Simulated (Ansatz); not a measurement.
Take BAs in the zinc blende structure (space group F-43m, No. 216; a = 4.784 Å) as the base.

Level of theory: Ansatz (a quantum-chemistry and plane-wave program), r2SCAN, PAW, cutoff 500 eV, without spin-orbit coupling.

It is then changed as follows: every As is replaced by N; the structure is relaxed again.

Measured lattice parameter a: BAs 4.777 Å (room temperature; as listed in M J Lucero, T M Henderson, G E Scuseria, Journal of Physics Condensed Matter (2012)); BN 3.593 Å (static lattice; corrected from measurement; as listed in Tamar Goldzak et al., The Journal of Chemical Physics (2022)).

**Question.** How well does r2SCAN reproduce the measured shift?

**Answer.** With r2SCAN the lattice parameter a moves by -1.174 Å (4.784 → 3.610) against -1.184 Å measured. The two measured values stand on different bases (one corrected, one not), which blurs small differences.

No phonon test of stability was made.
